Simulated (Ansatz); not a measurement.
Reaction (SMILES): O=CO + 3 [H][H] (H2) → C (CH4) + 2 O (H2O)
B3LYP-D3(BJ)/def2-TZVP geometries, fixed; electronic energies without zero-point terms.

Core correlation in the energy of full hydrogenation at CCSD(T) with Ansatz (an electronic-structure program), in kcal/mol: frozen core against all electrons. Core-valence sets carry the plain set on hydrogen. Species with rotatable bonds are taken in one conformer. Costs are rough ratios of core time on shared machines of one kind.

```json
[
 {"basis": "cc-pVDZ", "functions, most": "52", "frozen core": "-44.14", "all electrons": "-44.53", "core term (second minus first)": "-0.39", "cost over frozen core": "-"},
 {"basis": "cc-pCVDZ", "functions, most": "64", "frozen core": "-44.22", "all electrons": "-44.50", "core term (second minus first)": "-0.28", "cost over frozen core": "1×"},
 {"basis": "cc-pVTZ", "functions, most": "118", "frozen core": "-52.41", "all electrons": "-53.59", "core term (second minus first)": "-1.18", "cost over frozen core": "1×"},
 {"basis": "cc-pCVTZ", "functions, most": "157", "frozen core": "-52.06", "all electrons": "-52.34", "core term (second minus first)": "-0.27", "cost over frozen core": "1×"},
 {"basis": "cc-pwCVTZ", "functions, most": "157", "frozen core": "-51.87", "all electrons": "-52.19", "core term (second minus first)": "-0.32", "cost over frozen core": "1×"},
 {"basis": "cc-pVQZ", "functions, most": "225", "frozen core": "-54.81", "all electrons": "-55.86", "core term (second minus first)": "-1.04", "cost over frozen core": "2×"},
 {"basis": "cc-pCVQZ", "functions, most": "312", "frozen core": "-54.64", "all electrons": "-54.98", "core term (second minus first)": "-0.34", "cost over frozen core": "1×"},
 {"basis": "cc-pwCVQZ", "functions, most": "312", "frozen core": "-54.59", "all electrons": "-54.93", "core term (second minus first)": "-0.34", "cost over frozen core": "1×"}
]
```

The largest core-valence set, cc-pwCVQZ, gives a core term of -0.34 kcal/mol; the valence set cc-pVQZ, which lacks functions for the core, gives -1.04.
